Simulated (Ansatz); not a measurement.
A nudged elastic band was laid between two geometries of C2H3O2 (7 atoms, charge -1, multiplicity 1).

Computed with RKS BLYP/STO-3G in Ansatz 0.2.0.

```
movable images  : 7
climbing image  : yes
spring          : 0.1 eV/Å²
optimiser       : quadratic models (default)
start path      : IDPP
force threshold : 0.05 eV/Å
iteration limit : 60
end points      : relaxed
```

Initial state:

```xyz
7
Properties=species:S:1:pos:R:3
O -1.207 -0.764 0.579
C 0.004 -0.064 0.791
C 0.561 0.368 -0.423
O -0.241 -0.016 -1.522
H 0.407 0.090 1.817
H 1.504 0.940 -0.572
H -1.028 -0.554 -0.670
```

Final state:

```xyz
7
Properties=species:S:1:pos:R:3
O 0.558 0.154 2.098
C 0.041 -0.053 0.913
C 0.456 0.304 -0.396
O -0.326 -0.058 -1.615
H -0.980 -0.648 0.801
H 1.366 0.866 -0.666
H -1.114 -0.565 -1.135
```

(1) Which bonds break or form, and what moves?

(2) What energy profile does the band end with?

(3) What is the geometry of the highest image?

The band took 12 iterations and of the order of 3 core-minutes.

Answers

(1) No bond is made or broken. The dihedral O1–C2–C3–O4 goes from 0 to 180°.C2H2O2 + H becomes C2H3O2.

(2) It converged. The highest image is number 4 of 0 to 8, 2.50 eV above the first end and 1.71 eV above the last; the last end lies 0.79 eV above the first. Another band between the same ends (7 images) ends at a top of the same energy, where a vibrational analysis finds 1 clearly imaginary mode. Limits of this set-up: minimal basis, an anion without diffuse functions, the dipole of an ion depends on the origin.

| image | path coordinate (Å) | energy (eV) | dihedral O1–C2–C3–O4 (°) |
| --- | --- | --- | --- |
| 0 | 0.00 | 0.00 | 0 |
| 1 | 0.76 | 0.70 | 8 |
| 2 | 1.52 | 1.14 | 2 |
| 3 | 2.29 | 1.97 | -22 |
| 4 | 3.06 | 2.50 | -58 |
| 5 | 3.58 | 2.01 | -91 |
| 6 | 4.09 | 1.30 | -122 |
| 7 | 4.60 | 0.89 | -152 |
| 8 | 5.10 | 0.79 | 180 |

(3) 
```xyz
7
Properties=species:S:1:pos:R:3
O -1.334 0.690 1.066
C -0.163 0.176 0.894
C 0.869 0.238 -0.369
O -0.209 -0.386 -1.360
H 0.128 -0.651 1.673
H 0.711 1.343 -0.693
H -0.002 -1.410 -1.210
```

Run time: 4 min on 1 CPU thread of a shared host.
